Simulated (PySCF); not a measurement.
1,3-hexadiyne, C₆H₆.
Numbering: `[CH:1]#[C:2][C:3]#[C:4][CH2:5][CH3:6]` (hydrogens: H7 on C1; H8, H9 on C5; H10, H11, H12 on C6)

The same species was optimised twice, with GFN2-xTB and with PBE0-D3(BJ)/def2-SVP (PySCF), and the same property calculations (PySCF, gas phase) were run on both structures.

```json
{"coordinate": "C1≡C2 (Å)", "GFN2-xTB": "1.204", "PBE0-D3(BJ)/def2-SVP": "1.217", "change": "+0.013"}
{"coordinate": "C2–C3 (Å)", "GFN2-xTB": "1.359", "PBE0-D3(BJ)/def2-SVP": "1.372", "change": "+0.013"}
{"coordinate": "C3≡C4 (Å)", "GFN2-xTB": "1.207", "PBE0-D3(BJ)/def2-SVP": "1.219", "change": "+0.012"}
{"coordinate": "C4–C5 (Å)", "GFN2-xTB": "1.445", "PBE0-D3(BJ)/def2-SVP": "1.454", "change": "+0.009"}
{"coordinate": "C5–C6 (Å)", "GFN2-xTB": "1.530", "PBE0-D3(BJ)/def2-SVP": "1.529", "change": "-0.001"}
{"coordinate": "C4–C5–C6 (°)", "GFN2-xTB": "111.3", "PBE0-D3(BJ)/def2-SVP": "113.4", "change": "+2.1"}
{"coordinate": "C2–C3–C4 (°)", "GFN2-xTB": "179.2", "PBE0-D3(BJ)/def2-SVP": "179.6", "change": "+0.4"}
{"coordinate": "C1–C2–C3 (°)", "GFN2-xTB": "179.8", "PBE0-D3(BJ)/def2-SVP": "179.9", "change": "+0.1"}
{"coordinate": "C3–C4–C5 (°)", "GFN2-xTB": "178.4", "PBE0-D3(BJ)/def2-SVP": "178.5", "change": "+0.1"}
```

Rotational constants: A = 21523, B = 1361, C = 1301 MHz (GFN2-xTB) against A = 21877, B = 1326, C = 1270 MHz (PBE0-D3(BJ)/def2-SVP). Point groups within 0.08 Å: Cs and Cs. Atoms that the bonding makes alike are paired by their places after alignment.

On the GFN2-xTB structure: isotropic polarisability (au) 75.8 [CAM-B3LYP/def2-SVPD]; HOMO (eV) -8.40 [CAM-B3LYP/def2-SVPD]; LUMO (eV) 0.60 [CAM-B3LYP/def2-SVPD]; dipole (D) 1.33 [CAM-B3LYP/def2-SVPD].

Task: What do these properties become on the PBE0-D3(BJ)/def2-SVP structure?

Result: 
```json
{"property": "isotropic polarisability (au)", "level": "CAM-B3LYP/def2-SVPD", "on GFN2-xTB": "75.8", "on PBE0-D3(BJ)/def2-SVP": "77.5", "change": "+1.7"}
{"property": "HOMO (eV)", "level": "CAM-B3LYP/def2-SVPD", "on GFN2-xTB": "-8.40", "on PBE0-D3(BJ)/def2-SVP": "-8.37", "change": "+0.03"}
{"property": "LUMO (eV)", "level": "CAM-B3LYP/def2-SVPD", "on GFN2-xTB": "0.60", "on PBE0-D3(BJ)/def2-SVP": "0.51", "change": "-0.09"}
{"property": "dipole (D)", "level": "CAM-B3LYP/def2-SVPD", "on GFN2-xTB": "1.33", "on PBE0-D3(BJ)/def2-SVP": "1.31", "change": "-0.02"}
{"property": "energy, GFN2-xTB geometry as zero (kcal/mol)", "level": "CAM-B3LYP/def2-SVPD", "on GFN2-xTB": "0.0", "on PBE0-D3(BJ)/def2-SVP": "-0.8", "change": "-0.8"}
```

The heavy atoms differ by 0.029 Å rms after alignment. Among bonds between heavy atoms C1≡C2, C2–C3 and C3≡C4 change most and about equally (+0.012 to +0.013 Å). Changes are differences of the printed values. Neither structure is proved a minimum here.
